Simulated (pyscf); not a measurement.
## Ring opening by addition: C₃H₅Cl (SMILES ClC1CC1) + H• (SMILES [H]) -> •H₂C–CH(CH₃)–Cl (SMILES [CH2]C(C)Cl)

Gas phase, doublet surface, charge 0. Bonds broken: C1–C3. Bonds formed: C1–H4. PySCF, gas phase, ωB97X-D3(BJ)/def2-SVP geometries.

Transition state (Å):

```xyz
10

C     -1.2158     0.7007    -0.3070
C     -0.6552    -0.5347     0.3385
C      0.1627    -0.1699    -0.8230
H     -2.3865     0.9994     0.6486
H     -0.8118     1.6835    -0.0528
H     -1.9409     0.6266    -1.1215
H     -1.2848    -1.4276     0.2764
H      0.0686    -0.7555    -1.7416
H      1.1091     0.3467    -0.6486
Cl     0.0154    -0.3492     1.9562
```

One imaginary mode, 1388i cm⁻¹; descent along it reached the two sides named.

```
bond   change  reactant side (Å)  saddle  product side
-----  ------  -----------------  ------  ------------
C1–C3  breaks              1.509   1.710         2.521
C1–H4   forms                3.8   1.540         1.099
```

Electronic energies relative to the separated reactants (kJ/mol):

```
level                   barrier  reaction energy  reverse barrier
----------------------  -------  ---------------  ---------------
ωB97X-D3(BJ)/def2-TZVP     76.6           -196.7            273.3
PBE/def2-TZVP              48.0           -190.1            238.1
r²SCAN/def2-TZVP           42.6           -215.5            258.1
B3LYP-D3(BJ)/def2-TZVP     50.4           -217.7            268.2
PBE0-D3(BJ)/def2-TZVP      59.6           -197.4            257.0
M06-2X/def2-TZVP           74.4           -189.0            263.4
ωB97M-D3(BJ)/def2-TZVP     71.4           -199.0            270.4
HF/def2-TZVP              123.2           -210.4            333.6
```

With ωB97M-D3(BJ)/def2-TZVP energies and thermal terms (ideal gas, 1 atm, RRHO with modes under 100 cm⁻¹ raised to 100, one conformer, R ln 2 for rigid chiral ones), in kJ/mol:

```
T (K)   ΔH‡    ΔG‡      ΔH      ΔG
-----  ----  -----  ------  ------
298    71.4   99.9  -181.5  -157.5
600    69.4  129.6  -182.5  -132.8
900    68.0  160.0  -183.7  -107.8
1200   66.7  190.9  -184.4   -82.3
```

From the product side, H₂C=CH–CH₃ + Cl• lies, by one bond made or cut, 187.7 kJ/mol under this saddle at ωB97M-D3(BJ). Abstraction by the radical was not located in this set and often lies lower. cyclic C₃H₅Cl (SMILES ClC1CC1) lies 41.2 kJ/mol over its isomer H₂C=C(CH₃)–Cl, and others may lie lower still (electronic energy, ωB97M-D3(BJ)). •H₂C–CH(CH₃)–Cl lies 25.8 kJ/mol over its isomer H₃C–C•(CH₃)–Cl, and others may lie lower still (electronic energy, ωB97M-D3(BJ)). One saddle was located; it need not be the lowest between these sides.
